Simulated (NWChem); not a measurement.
**NO+ (nitrosonium) at 5 levels**

We compute a comparison of 5 runs (wB97X/def2-SVPD, wB97X/def2-TZVPD, wB97X/def2-SVP, wB97X/def2-TZVP, wB97X/def2-QZVPD) of NO+ (nitrosonium). 

Program for the calculation: NWChem 7.3.0.

## (1) The structure to begin with

NO+ has 2 atoms, charge +1, and is taken as a singlet. As SMILES, `N#[O+]`. Geometry: the measured bond length.

Bond lengths: N1–O2 1.063 Å.

## (2) Energy and gradient at wB97X/def2-SVPD (run 1)

mol.nw

```
start mol
memory total 2200 mb
charge 1

geometry units angstrom noautosym nocenter noautoz
 N      0.000000     0.000000     0.000000
 O      0.000000     0.000000     1.063220
end

basis spherical bse
 * library def2-SVPD
end

dft
 xc wb97x
 grid fine
 convergence energy 1e-08
 iterations 100
 mulliken
 print low
end

task dft gradient
```

On the command line:

```sh
$ nwchem mol.nw > mol.out
```

Standard output:

```text
[...]
 d= 0,ls=0.0,diis     1   -129.3168735734 -1.57D+02  2.55D-02  1.14D+00     0.5
[...]
 d= 0,ls=0.0,diis     8   -129.4091569435 -1.24D-10  9.18D-08  1.10D-11     3.1
         Total DFT energy =     -129.409156943494
      One electron energy =     -224.841443660048
           Coulomb energy =       82.498801389229
    Exchange-Corr. energy =      -14.938381213920
 Nuclear repulsion energy =       27.871866541246
[...]
      Total Density - Mulliken Population Analysis
     ---------------------------------------------
    Atom       Charge   Shell Charges
 -----------   ------   -------------------------------------------------------
    1 N    7     6.31   1.99  1.26  0.57 -0.01  1.99  0.43  0.07 -0.00
    2 O    8     7.69   1.99  1.21  0.63 -0.00  2.71  1.07  0.01  0.04  0.04
[...]
                         DFT ENERGY GRADIENTS
    atom               coordinates                        gradient
                 x          y          z           x          y          z
   1 N       0.000000   0.000000   0.000000    0.000000  -0.000000  -0.008215
   2 O       0.000000   0.000000   2.009194   -0.000000   0.000000   0.008215
 Task  times  cpu:        4.5s     wall:        4.5s
 Total times  cpu:        4.6s     wall:        4.6s
```

Run time: 5.4 s. Hardware: 1 thread of Intel Xeon Platinum 8375C at 2.90GHz (Ice Lake), shared host; peak memory 0.1 GiB.

## (3) Energy and forces at wB97X/def2-TZVPD (run 2)

sp.nw

```
START sp
memory total 2200 mb
charge 1

GEOMETRY noautosym nocenter noautoz
  N     0.000000    0.000000    0.000000
  O     0.000000    0.000000    1.063220
END

BASIS spherical bse
  * library def2-TZVPD
END

DFT
  xc wb97x
  grid fine
  convergence energy 1e-08
  iterations 100
  mulliken
  print low
END

TASK dft gradient
```

On the command line:

```sh
$ nwchem sp.nw > sp.out
```

Standard output:

```text
[...]
 d= 0,ls=0.0,diis     1   -129.4738597257 -1.57D+02  9.84D-03  1.35D+00     2.7
[...]
 d= 0,ls=0.0,diis     8   -129.5674233533 -2.45D-10  7.19D-08  2.93D-11    19.0
         Total DFT energy =     -129.567423353292
      One electron energy =     -225.231463196935
           Coulomb energy =       82.775629700151
    Exchange-Corr. energy =      -14.983456397753
 Nuclear repulsion energy =       27.871866541246
[...]
      Total Density - Mulliken Population Analysis
     ---------------------------------------------
    Atom       Charge   Shell Charges
 -----------   ------   -------------------------------------------------------
    1 N    7     6.22   0.83  1.14  0.71  0.87  0.22 -0.02  1.29  1.01  0.08  0.03  0.07 -0.01  0.01
    2 O    8     7.78   0.80  1.17  0.66  0.97  0.33  0.01  1.81  1.61  0.34 -0.00  0.01  0.05  0.01  0.00
[...]
                         DFT ENERGY GRADIENTS
    atom               coordinates                        gradient
                 x          y          z           x          y          z
   1 N       0.000000   0.000000   0.000000    0.000000  -0.000000  -0.030244
   2 O       0.000000   0.000000   2.009194   -0.000000   0.000000   0.030244
 Task  times  cpu:       36.0s     wall:       36.0s
 Total times  cpu:       36.0s     wall:       36.0s
```

Wall time 37 s (1 thread of Intel Xeon Platinum 8375C at 2.90GHz (Ice Lake), shared host); peak memory 0.11 GiB.

Runs 3 to 4 aren't shown in full; the table further down has their settings and results.

## (4) Energy and forces at wB97X/def2-QZVPD (run 5)

no.nw

```
START no
memory 2200 mb
charge 1

GEOMETRY noautosym nocenter noautoz
  N     0.000000    0.000000    0.000000
  O     0.000000    0.000000    1.063220
END

BASIS spherical bse
  * library def2-QZVPD
END

DFT
  xc wb97x
  grid fine
  convergence energy 1e-08
  iterations 100
  mulliken
  noprint "final vectors analysis"
END

TASK dft gradient
```

On the command line:

```sh
$ nwchem no.nw > no.out
```

Standard output:

```text
[...]
          Wavefunction type:  closed shell.
          No. of atoms     :     2
          No. of electrons :    14
[...]
          Charge           :     1
          Spin multiplicity:     1
[...]
          AO basis - number of functions:   129
[...]
              XC Information
              --------------
                       wb97x  Method XC Functional
                     Hartree-Fock (Exact) Exchange  1.000
                         wb97x Exchange Functional  1.000
                      wb97x Correlation Functional  1.000
[...]
 d= 0,ls=0.0,diis     1   -129.4787406651 -1.57D+02  4.51D-03  1.99D+00    22.6
[...]
 d= 0,ls=0.0,diis     8   -129.5741943187 -3.00D-10  4.72D-08  4.37D-11   183.2
         Total DFT energy =     -129.574194318697
      One electron energy =     -225.240523615542
           Coulomb energy =       82.774224823383
    Exchange-Corr. energy =      -14.979762067783
 Nuclear repulsion energy =       27.871866541246
[...]
  wavefunction    = closed shell
[...]
                         DFT ENERGY GRADIENTS
    atom               coordinates                        gradient
                 x          y          z           x          y          z
   1 N       0.000000   0.000000   0.000000   -0.000000  -0.000000  -0.032394
   2 O       0.000000   0.000000   2.009194    0.000000   0.000000   0.032394
[...]
```

Wall time 6.3 min (1 thread of Intel Xeon Platinum 8375C at 2.90GHz (Ice Lake), shared host); peak memory 0.13 GiB.

## (5) Overview of the runs

| run | level | energy (Eh) | largest force (eV/Å) | wall time |
| --- | --- | --- | --- | --- |
| 1 | wB97X/def2-SVPD | -129.409157 | 0.422 | 5.4 s |
| 2 | wB97X/def2-TZVPD | -129.567423 | 1.555 | 37 s |
| 3 | wB97X/def2-SVP | -129.404606 | 0.515 | 2.5 s |
| 4 | wB97X/def2-TZVP | -129.567078 | 1.583 | 19 s |
| 5 | wB97X/def2-QZVPD | -129.574194 | 1.666 | 6.3 min |

## (6) Summary of results

| quantity | value |
| --- | --- |
| run 5: total energy | -129.57419 Eh |
| run 5: largest force on an atom | 1.666 eV/Å |

What this shows: Over the runs the total energy spans 4.615 eV. All runs together took 7.4 min, the longest 6.3 min.
